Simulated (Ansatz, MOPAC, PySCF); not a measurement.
Breaking a bond: SMILES C(=C)=O. The C1–C4 bond (C1 also carries H, H; C4 carries O) is varied alone, starting from the PBE0/def2-TZVP optimised geometry.

Computed with: RHF/STO-3G = restricted Hartree-Fock/STO-3G (PySCF); UKS-B3LYP/6-311+G** = unrestricted B3LYP/6-311+G**, spherical d (PySCF); PM6, restricted, heats of formation (MOPAC); UCCSD(T) = CCSD(T) on UHF/cc-pVTZ, frozen core (Ansatz, an electronic-structure program).

Energies relative to the lowest point of each curve near equilibrium, in mEh; the last columns give the difference from UCCSD(T):

```csv
R / Å,RHF/STO-3G,UKS-B3LYP/6-311+G**,PM6,UCCSD(T),RHF/STO-3G − UCCSD(T),UKS-B3LYP/6-311+G** − UCCSD(T),PM6 − UCCSD(T)
1.05,157.7,131.1,176.4,138.5,19.2,-7.4,37.8
1.11,80.6,68.1,101.0,73.2,7.4,-5.1,27.8
1.19,23.2,20.8,43.6,23.4,-0.3,-2.6,20.2
1.25,4.3,4.7,20.5,5.8,-1.5,-1.2,14.6
1.28,0.6,1.1,9.5,1.7,-1.1,-0.6,7.9
1.31,0.0,0.0,0.4,0.0,0.0,0.0,0.4
1.34,2.0,0.9,0.0,0.4,1.6,0.5,-0.4
1.40,12.1,7.5,8.2,6.1,6.0,1.4,2.1
1.46,28.1,18.8,22.2,16.6,11.6,2.2,5.6
1.53,51.6,35.6,43.2,32.8,18.8,2.9,10.5
1.59,73.9,51.9,63.5,48.7,25.2,3.3,14.8
1.76,136.9,100.4,121.9,96.7,40.2,3.7,25.2
1.97,195.6,153.5,178.1,153.7,42.0,-0.2,24.4
2.13,223.1,170.2,—,166.2,56.9,4.1,—
2.33,243.7,169.8,—,—,—,—,—
2.58,257.8,—,—,—,—,—,—
2.84,265.2,—,—,—,—,—,—
3.22,270.0,—,—,—,—,—,—
3.53,271.5,—,—,—,—,—,—
3.94,272.4,—,—,—,—,—,—
4.60,272.9,—,—,—,—,—,—
```

RHF/STO-3G is furthest from UCCSD(T) at 2.13 (56.9 mEh, above); its mean absolute difference over the points is 16.6 mEh.

UKS-B3LYP/6-311+G** is furthest from UCCSD(T) at 1.05 (-7.4 mEh, below); its mean absolute difference over the points is 2.5 mEh.

PM6 is furthest from UCCSD(T) at 1.05 (37.8 mEh, above); its mean absolute difference over the points is 14.7 mEh.

Dashes: no converged value, or the column stops at the first point that the program doubted or that broke a chosen test of continuity, which isn't proof of a fault.

The restricted form behind RHF/STO-3G, PM6 keeps the bonding electrons paired and can't separate into open-shell fragments. The unrestricted determinant behind UKS-B3LYP/6-311+G**, UCCSD(T) is spin-contaminated at 1.97 to 4.60 Å (<S²> up to 1.0, against 0.00 for a pure singlet).
